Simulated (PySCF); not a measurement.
## How the method changes the constants of AlB⁺

State: ²Σ⁺ (doublet), unpaired electrons σ ↑. Set-up: PySCF, no relativity, basis sets Al def2-SVPD, B def2-SVPD. De refers to Al⁺ + B in their high-spin ground configurations, without counterpoise correction. The functionals are run spin-unrestricted. A positive dipole points towards B; it is taken about the centre of mass and depends on that origin.

```
      Level  Re (Å)  ωe (cm⁻¹)  De (eV)  μ (D)
        UHF   2.819        218     0.57   0.25
    UHF-MP2   2.762        227     0.65    n/a
UHF-SCS-MP2   2.781        218     0.61    n/a
   UHF-CCSD   2.756        227     0.65    n/a
UHF-CCSD(T)   2.739        234     0.69    n/a
        PBE   2.731        241     1.03   0.41
       BLYP   2.788        212     0.88   0.27
     r²SCAN   2.717        247     0.96   0.50
      B3LYP   2.755        229     0.84   0.27
       PBE0   2.715        253     0.95   0.42
      ωB97X   2.733        249     0.86   0.38
     B2PLYP   2.748        234     0.76   0.30
```

(1) Which functional lies closest to UHF-CCSD(T) in De, which farthest, and by how much do they differ from it?

(2) What does a quarter of exact exchange do here, going from PBE to PBE0?

(3) What does the step from GGA to meta-GGA do here, going from PBE to r²SCAN?

Correlated steps freeze 6 core orbitals. Correlated levels converge slowly with the basis: in double zeta they bind strong bonds too weakly, by up to about 1 eV, and carry superposition errors of some tenths. For an ion De counts to the pair picked by the measured ionisation energies or electron affinities, which need not be the lowest pair at this level. B2PLYP dipoles, levels and charges come from its SCF part alone. The state was picked by a PBE0 search and need not be the measured ground state.

The whole job (state search and all levels along the bond) took about 0.66 min on 1 thread of Intel Xeon 6975P-C (shared host), peak memory 0.53 GiB.

Answers

(1) Closest is B2PLYP (+0.9 pm in Re, +0.0 % in ωe, +0.07 eV in De against UHF-CCSD(T) in the same basis), farthest PBE (-0.8 pm in Re, +3.0 % in ωe, +0.34 eV in De). CCSD(T) converges more slowly with the basis than the functionals do and binds too weakly in this one, so the order can change at the basis-set limit.

(2) PBE0 less PBE: -1.6 pm in Re, +5.0 % in ωe, -0.08 eV in De. Exact exchange removes part of the self-interaction that spreads semilocal densities, and in most molecules shortens and stiffens the bond and lowers De; so it does here.

(3) r²SCAN less PBE: -1.4 pm in Re, +2.5 % in ωe, -0.07 eV in De.
